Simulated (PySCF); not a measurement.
2(3h)-furanone, C4H4O2, SMILES O=C1CC=CO1, point group Cs.

Force field and properties: B3LYP/pcSseg-1 (PySCF, grid level 2). Vibrational terms come from second-order perturbation theory with semi-diagonal cubic constants, by steps of ±0.6 along the normal coordinates of each isotopologue. The parent has the commonest isotopes.

Equilibrium geometry (Å):

```csv
atom,x,y,z
O1,-2.1149,1.2586,0.0614
C2,-1.0343,0.7540,0.0500
C3,-0.6269,-0.6987,-0.1814
C4,0.8671,-0.6436,-0.0616
C5,1.2060,0.6169,0.1899
O6,0.1268,1.4864,0.2669
H7,-1.1168,-1.3376,0.5645
H8,-0.9897,-1.0270,-1.1637
H9,1.5500,-1.4772,-0.1611
H10,2.1683,1.0869,0.3451
```

**Question.** Give the equilibrium and ground-state rotational constants (MHz) of parent; ¹³C at 2.

**Answer.** 
```
 species      Ae      Be      Ce      A0      B0      C0  Δ0 (u Å²)  harmonic ZPE (cm⁻¹)
  parent  8307.8    3866    2682  8244.3  3840.3  2663.4     -3.147                16149
¹³C at 2  8307.4  3848.4  2673.5  8244.5    3823    2655     -3.147                16094
```

Δ0 = Ic − Ia − Ib from the ground-state constants.

**Question.** How is the parent's vibrational correction B0 − Be made up?

**Answer.** 
| axis | harmonic | Coriolis | cubic | total (MHz) |
| --- | --- | --- | --- | --- |
| a | 10.5 | -10.4 | -63.6 | -63.5 |
| b | 3.4 | -2.68 | -26.4 | -25.7 |
| c | 0.873 | -0.423 | -19.1 | -18.7 |

**Question.** And its quartic centrifugal distortion constants from the harmonic force field?

**Answer.** Asymmetric top, A reduction, Ir representation: ΔJ = 0.3 kHz, ΔJK = 0.926 kHz, ΔK = 1.95 kHz, δJ = 0.0882 kHz, δK = 0.824 kHz.

A mode lies under 250 cm⁻¹, where this perturbation treatment is rough.
